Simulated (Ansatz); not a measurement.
## How far each method lies from RCCSDT(Q) for BGeNH, doublet

Geometry: that of the BGeNH, quartet, kept fixed.

```xyz
4

B     0.0000    0.5354    1.5745
Ge    0.0000    0.0493   -0.5080
N     0.0000   -0.7705    1.2486
H     0.0000    1.4080    2.3708
```

Basis cc-pVDZ; Ansatz 0.2.0. Correlated methods freeze the noble-gas cores and the filled d shells of p-block atoms, which leaves 13 electrons in 44 orbitals. Prefix R: restricted or restricted open-shell reference; prefix U: unrestricted. Active spaces: frontier = (9e, 9o) about the gap. No spin–orbit coupling is included, and no scalar relativity.

Full CI isn't at hand for all of this; RCCSDT(Q) serves as the reference, and is uncertain by the last step of the cluster series or more. The frozen core follows each run's orbitals, which can shift R against U totals by a few meV for light atoms and by up to 0.1 eV past Ca.

```
UHF ⟨S²⟩                          : 0.778
T1 diagnostic (RCCSD)             : 0.0257
largest doubles amplitude (RCCSD) : 0.070
```

```csv
level,E − E(RHF) (eV)
RMP2,-8.7423
RCCSD,-9.1839
RCCSD(T),-9.6480
```

Q: Estimate how far RCCSDT(Q) in cc-pVDZ lies from RCCSD(T). The table doesn't fix it; the size of (T) and the diagnostics are the guide.

A: RCCSDT(Q) in cc-pVDZ lies 6.1 kJ/mol below RCCSD(T), which is 14 % of the (T) step (-44.8 kJ/mol). The diagnostics are small and the rest is a small part of (T), but (T) is large here. The miss exceeds 1 kcal/mol.

The other levels:

| level | E − E(RCCSDT(Q)) (kJ/mol) | share of correlation (%) | wall time |
| --- | --- | --- | --- |
| BCCD(T) | 5.9 | 99.37 | 14 s |
| RCCSDT | 4.7 | 99.50 | – |

The correlation energy at RCCSDT(Q), counted from RHF, is -9.712 eV. That run took 1.9 min on 1 thread of Arm Neoverse N1, shared host.

Run but not shown, since their state, orbitals or frozen core can't be matched to the reference's or they repeat it: UHF, UMP2, UCCSD, UCCSD(T), UCCSDT, UCCSDT(Q), CASSCF (frontier space), NEVPT2 (frontier space), MRCISD (frontier space), MRCISD+Q (frontier space).

Times hold each run's SCF and search for its determinant on a shared host, so for small cases they say little of a method's own cost; they ran on 1 thread of Arm Neoverse N1.
